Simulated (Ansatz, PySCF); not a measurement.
Reaction: CH3 (SMILES [CH3], doublet) → CH3+ (parent SMILES [CH3], singlet) + e-
Each species at its own B3LYP-D3(BJ)/def2-TZVP minimum (Ansatz, an electronic-structure program).

Total energies in hartree (Ansatz). UHF or UKS for unpaired electrons; spin-orbit terms are left out. Cores are frozen in correlated methods. No relativity.

| species | HF/cc-pVTZ | CCSD(T)/cc-pVTZ | HF/cc-pVQZ | CCSD(T)/cc-pVQZ | CCSDT(Q)/cc-pVQZ |
|---|---|---|---|---|---|
| 1: CH3 (SMILES [CH3], doublet) | -39.57748 | -39.76098 | -39.58026 | -39.77245 | -39.77302 |
| 2: CH3+ (parent SMILES [CH3], singlet) | -39.24746 | -39.40440 | -39.24990 | -39.41403 | -39.41446 |

Question: Work out the adiabatic ionisation energy (0 K, zero-point energies from PySCF's Hessians at B3LYP-D3(BJ)/def2-TZVP) in eV: take Hartree-Fock from cc-pVQZ, extrapolate the CCSD(T) correlation energy as X^-3 (X = 3, 4), and add CCSDT(Q) - CCSD(T) in cc-pVQZ. The further terms named in the bracket sum to +0.00149 hartree. 1 hartree = 27.211 eV.

Answer: 
Species 1: correlation (64·(-0.19219) - 27·(-0.18350))/37 = -0.19853; step -0.00057; E1 = -39.58026 + (-0.19853) + (-0.00057) = -39.77936
Species 2: correlation (64·(-0.16413) - 27·(-0.15694))/37 = -0.16938; step -0.00043; E2 = -39.24990 + (-0.16938) + (-0.00043) = -39.41971
-1·E1 +1·E2 +0.00149 = 0.36114 hartree = 9.83 eV. Measured: 9.84 eV (CCCBDB table in ASE). The composite differs from it by -0.01 eV; core, relativistic and spin-orbit terms are not in it.
